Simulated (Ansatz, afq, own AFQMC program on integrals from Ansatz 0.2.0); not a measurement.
AFQMC on a folder of integrals that Ansatz 0.2.0 wrote.

```yaml
crystal:
  periodic: [false, false, false]
  atoms:
    - {symbol: B, position_ang: [0.052056, 0.091754, -0.000164]}
    - {symbol: Cl, position_ang: [1.789360, 0.104851, -0.000264]}
    - {symbol: Cl, position_ang: [-0.827938, 1.589753, -0.002764]}
    - {symbol: Cl, position_ang: [-0.977296, -1.722583, 0.003078]}
basis:
  gaussian: {orbitals: cc-pVDZ}
magnetization: {spin_polarized: false}
correlation: {method: ccsd_t, electrons: outside_noble_gas, hamiltonian_folder: ham}
```

```sh
$ ansatz run in.yaml --threads 1 --pin off --events-out ev --progress --plain --max-ram 16896MiB --backend cuda --devices 0, --max-vram 18GiB
```

afq runs on the folder ham with

```
--method phaseless --trial cisd --walkers 4000 --populations 20 --least-time 60 --time-step 0.005 --steps-per-block 50 --equilibration-blocks 28 --max-blocks 4000 --target-error 0.0003 --factor-cut 1e-05 --seed 586 --release-times 0.21,0.42,0.63,0.9 --release-step 0.03 --release-every 5 --taylor-order 6
```

Times are imaginary, in 1/Eh. The walk had a cap of 96 s. With eight or more populations the least sampling time is a fifth of least-time, and the error comes from their spread.

Log:

```
orbitals 52  electrons 12 12  factors 403 of 715
reference energy -1403.29280188 Eh
CCSD correlation -0.52134979 Eh in 11 cycles, weight of the determinant in the CISD state 0.8111
energy of the start -1403.814149 Eh
 block  time / (1/Eh)  mean weight  energy / Eh
     1     0.250  0.9994  -1403.794857
     2     0.500  1.0001  -1403.802644
     3     0.750  1.0002  -1403.810614
     4     1.000  0.9996  -1403.816864
     5     1.250  0.9997  -1403.820695
    10     2.500  0.9997  -1403.829707
    15     3.750  0.9997  -1403.831423
    20     5.000  1.0002  -1403.831612
    25     6.250  0.9997  -1403.829976
    30     7.500  0.9996  -1403.830540
    35     8.750  0.9999  -1403.830771
    40    10.000  0.9999  -1403.830800
    44    11.000  0.9998  -1403.829428
    45    11.250  1.0003  -1403.829957
    50    12.500  1.0004  -1403.830926
    55    13.750  1.0000  -1403.830751
    60    15.000  1.0003  -1403.831473
    65    16.250  1.0003  -1403.833378
    70    17.500  0.9997  -1403.830365
    75    18.750  0.9995  -1403.831202
    78    19.500  1.0000  -1403.831461
error from the spread of 20 populations
released: time / (1/Eh)  energy / Eh  error  mean overlap
  0.21  -1403.831295  0.000320  0.9978
  0.42  -1403.830764  0.000246  1.0048
  0.63  -1403.830745  0.000349  1.0061
  0.90  -1403.831307  0.000424  1.0013
energy -1403.831064 +/- 0.000250 Eh
(rows thinned)
```

The run passed its tests (sampling time, drift between the halves within three errors, error under three times the target), which doesn't prove that it has relaxed.

Against this walk (error 6.8 meV) on the same determinant: CCSD(T) 58.5 meV higher, CCSDT(Q) 0.7 meV higher (within the noise). The error is statistical and leaves out the bias of the constraint. Released to 0.90 1/Eh the energy moves by -7 ± 13 meV (both errors), within twice the noise.

Cautions: constraint bias not in the error.

The walk took 35 s on 1 × NVIDIA H100 80GB HBM3 with 2 threads of AMD EPYC 7R13 Processor (Zen 3), with other jobs on the host (the card was shared). The log's last line is the phaseless energy.

CCSDT and higher add their correlation energy to the determinant of the CCSD(T) run, since their own runs factorise the integrals more tightly (a shift of under 2 meV). A walk keeps the symmetry of its determinant, which the program's search chose and which needn't be the lowest solution, so a lower state of the same spin and another symmetry isn't excluded.
